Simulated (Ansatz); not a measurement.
Ideal-gas functions of HNaO, SMILES `[OH][Na]` at 298.15 K and 1 bar, from an Ansatz frequency run at PBE0-D4/def2-TZVP.

Molar mass 40.0 g/mol, point group C∞v (symmetry number 1), electronic degeneracy 1, moments of inertia 39.387 u Å². Harmonic wavenumbers (cm⁻¹, unscaled): 181, 181, 580, 3998.

Use S(trans) = R[1.5 ln M + 2.5 ln T − 1.1517]; rotational temperatures θ = 24.2544 K / I; S(rot) = R[ln(T/σθ) + 1]; for each mode x = 1.438777 ν̃/T, S = R[x/(eˣ − 1) − ln(1 − e⁻ˣ)] and H = RT x/(eˣ − 1); 1 cm⁻¹ = 0.0119627 kJ/mol; R = 8.31446 J/(mol·K).

**Question.** By hand: the entropy, in J/(mol·K).

**Answer.** Translation 154.9. Rotation: θ = 0.6158 K, giving 59.7. Vibration, mode by mode: 9.70, 9.70, 2.03, 0.00, in all 21.4. Electronic 0.0. Sum 236.0 J/(mol·K).

**Question.** By hand: H − E and G − E in kJ/mol, counted from the electronic energy.

**Answer.** Zero-point energy ½ × 4940 × 0.0119627 = 29.5; thermal vibration 3.6; translation, rotation and pV give 3.5 RT = 8.7. H − E = 41.8 kJ/mol, and G − E = 41.8 − 298.15 × 236.0/1000 = -28.6 kJ/mol.

Vibration gives 9 % of the entropy.
